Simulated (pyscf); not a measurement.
`[F][Mg][Cl]` + `[F][Si]([Cl])([Cl])[Cl]` → `[F][Mg][F]` + `[Cl][Si]([Cl])([Cl])[Cl]` (four-centre exchange; singlet surface; Cl–Mg, F–Si broken, F–Mg, Cl–Si formed). Optimised with ωB97X-D3(BJ)/def2-SVP in PySCF. Energies in eV from the separated reactants.

| level | barrier | reaction energy |
|---|---|---|
| ωB97X-D3(BJ)/def2-TZVP | -0.03 | +0.71 |
| PBE/def2-TZVP | … | +0.67 |
| r²SCAN/def2-TZVP | 0.24 | +0.77 |
| B3LYP-D3(BJ)/def2-TZVP | 0.28 | +0.71 |
| PBE0-D3(BJ)/def2-TZVP | … | … |
| HF/def2-TZVP | 1.09 | +1.02 |

Problem. Fill in the missing entries.

Solution. 
- PBE/def2-TZVP, barrier: 0.30
- PBE0-D3(BJ)/def2-TZVP, barrier: 0.18
- PBE0-D3(BJ)/def2-TZVP, reaction energy: +0.70

On the reactant side the descent ends in an adduct with a F–Mg contact, 0.56 eV under the separated species and 0.53 eV under the saddle at ωB97X-D3(BJ)/def2-TZVP. On the product side the descent ends in an adduct with a Mg–Si, Cl–Mg, Cl–Mg, F–Si contact, 0.80 eV under the separated species and 0.06 eV under the saddle at ωB97X-D3(BJ)/def2-TZVP. At ωB97X-D3(BJ) the saddle lies under the separated reactants, which points to a path from their complex (located at ωB97X-D3(BJ) alone). At ωB97X-D3(BJ)/def2-TZVP, PBE, r²SCAN, B3LYP-D3(BJ), PBE0-D3(BJ) the saddle lies under the separated products, which points to a path from their complex (located at ωB97X-D3(BJ) alone), and parting the products costs more than the saddle. What is counted as formed (F–Mg) is already present as a longer contact in the reactant adduct; forming that adduct is a step of its own. What is counted as broken (Cl–Mg, F–Si) persists as a longer contact in the product adduct; parting that adduct is a step of its own. One saddle was located; it need not be the lowest between these sides.
